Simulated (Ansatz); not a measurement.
# AlH₄+ (quintet): the correlation ladder, def2-QZVPP

The task here is to estimate one member of a computed series from the others.

Computed with Ansatz 0.2.0, Gaussian basis. Level: def2-QZVPP, core rule «outside noble gas», up to 5 orbitals frozen.

Plan: UHF; ROHF; CCSD(T) on UHF.

2 further runs of the same task are left out: 2 set aside as unsound or not needed.

## What is computed

The geometry is a PBE0/def2-TZVP stationary point (not a proven minimum) of the parent state, kept for this charge and spin.

5 atoms, charge 1, spin multiplicity 5.

Atoms are counted from 1 here; the program's logs count them from 0.

Bond lengths: Al1–H2 1.663 Å, Al1–H3 1.663 Å, Al1–H4 1.663 Å, Al1–H5 1.663 Å. Angles: H2–Al1–H3 135.7°, H2–Al1–H4 64.5°, H2–Al1–H5 135.7°, H3–Al1–H4 135.7°, H3–Al1–H5 64.5°, H4–Al1–H5 135.7°.

The first run:

in.yaml reads:

```yaml
crystal:
  periodic: [false, false, false]
  atoms:
    - {symbol: Al, position_ang: [0.000000, 0.000000, 0.000000]}
    - {symbol: H, position_ang: [0.621180, 1.410429, 0.625916]}
    - {symbol: H, position_ang: [-0.624953, -1.407416, 0.628935]}
    - {symbol: H, position_ang: [-0.629895, 1.403521, -0.632699]}
    - {symbol: H, position_ang: [0.633669, -1.406534, -0.622152]}
basis:
  gaussian: {orbitals: "def2-QZVPP.json"}
total_charge: 1
magnetization: {spin_polarized: true, initial_magnetization: 4}
hamiltonian: {xc: hf}
output: {orbitals: {seedname: orbitals}}
```

The run is started by

```bash
> ansatz run in.yaml --threads 1 --pin off --events-out ev --progress --plain --max-ram 4096MiB --backend cpu
```

Steps of the session up to this table: UHF; ROHF; CCSD(T) on UHF.

One table of the session follows, with a row left open; its other results are not shown here.

```
  method  from UCCSD(T) (meV)
    ROHF                    ?
     UHF              +2547.9
    UMP2               +706.2
   UCCSD               +111.4
UCCSD(T)                    0
```

Estimate the missing values for ROHF.

**Answer.** from UCCSD(T) (meV): +2811.0. In the column «from UCCSD(T) (meV)» it is the highest.

Limits of these values: Warnings: coupled cluster took another determinant than the lowest.
